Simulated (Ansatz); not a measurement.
Basis-set extrapolation for AlH6PSi, SMILES `[AlH2][SiH2]P` (PBE0-D4/def2-TZVP geometry, frozen core, Ansatz). Multiplicity 1, RHF reference.

```
                      def2-TZVPP   def2-QZVPP
                 HF  -875.091164  -875.116975
    MP2 correlation    -0.366132    -0.393595
CCSD(T) correlation    -0.442762      not run
```

Energies in hartree. Use E(X) = E(∞) + A·exp(−7.88·√X) for Hartree–Fock and E(X) = E(∞) + B·X^(−2.97) for correlation, with X = 3 and 4, and add CCSD(T) minus MP2 of the smaller set to the MP2 limit.

What is the CCSD(T) energy at the basis-set limit?

HF limit: -875.116975 + (-0.025811) × 0.13774 = -875.12053. MP2 limit: -0.393595 + (-0.027463) × 0.74074 = -0.41394. Higher-order term: -0.442762 − (-0.366132) = -0.07663. Total: -875.61110 hartree, 48.4 kcal/mol below CCSD(T)/def2-TZVPP.
